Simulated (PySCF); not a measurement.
CH3O, SMILES [CH2]O, multiplicity 2. Geometry optimised at PBE-D3(BJ)/def2-TZVP. The isomer is the one that the SMILES or the coordinates give; other isomers of the formula were not compared.

The numbers are results of PBE-D3(BJ)/def2-TZVP run with PySCF, not measurements.

Harmonic wavenumbers (cm⁻¹): 414, 522, 1022, 1178, 1326, 1435, 3064, 3206, 3705. Rotational constants (GHz): 189.8, 29.68, 25.88; symmetry number 1.

**Question.** Work out the zero-point energy and the ideal-gas rigid-rotor harmonic-oscillator thermochemistry at 298.15 K and 1 atm.

**Answer.** ZPE = ½ Σ hcν = ½ × 15873 cm⁻¹ = 94.94 kJ/mol. H − E(el) = 106.36 kJ/mol. Entropy in J/(mol K): translation 151.59, rotation 76.73, vibration 7.07, spin 5.76, total 241.15. G − E(el) = 34.46 kJ/mol. Cp = 47.67 J/(mol K).
